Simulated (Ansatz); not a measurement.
The input, for Ansatz 0.2.0:

```yaml
crystal:
  periodic: [false, false, false]
  atoms:
    - {symbol: Ge, position_ang: [0.000000, 0.000000, 2.065094]}
    - {symbol: Mg, position_ang: [0.000000, 0.000000, -0.183906]}
    - {symbol: H, position_ang: [0.000000, 0.000000, -1.881188]}
basis:
  gaussian: {orbitals: 6-31G}
magnetization: {spin_polarized: false, initial_magnetization: 3}
correlation: {active_space: {window: {electrons: 5, orbitals: 4}, fixed_orbitals: true}}
```

```sh
$ ansatz run in.yaml --threads 1 --pin off --events-out ev --progress --plain --max-ram 2393MiB
```

(1) Roughly how long does this take on 1 thread of AMD EPYC 9B14, shared host, and how much host memory?

```
414 factors; integrals over basis functions are off by at most 1.9e-4 eV
mean field evaluation 1: about -61908.7687 eV, gradient 6.6e0 eV
mean field evaluation 2: about -61908.8265 eV, gradient 6.7e0 eV
mean field evaluation 4: about -61909.8623 eV, gradient 1.4e0 eV
mean field evaluation 8: about -61909.8956 eV, gradient 2.3e-1 eV
mean field evaluation 16: about -61909.8975 eV, gradient 6.9e-7 eV
mean field -61909.89750294 eV, -2275.1467691974 hartree, gradient 6.9e-7 eV, S^2 3.750000; 0 other end points of the search recorded, 0 dependent functions left out
reference -61909.89750294 eV, -2275.1467691974 hartree; 24, 21 occupied and 20, 23 virtual orbitals, 414 factors
state -61909.89750294 eV, -2275.1467691974 hartree
Total energy: -61909.89750294 eV, -2275.1467691974 hartree
```

The active space holds one configuration alone, so it describes no static correlation.

Natural occupations: 2.0000 1.0000 1.0000 1.0000.

Results:

(1) 0.42 s wall and 0.1 GiB.
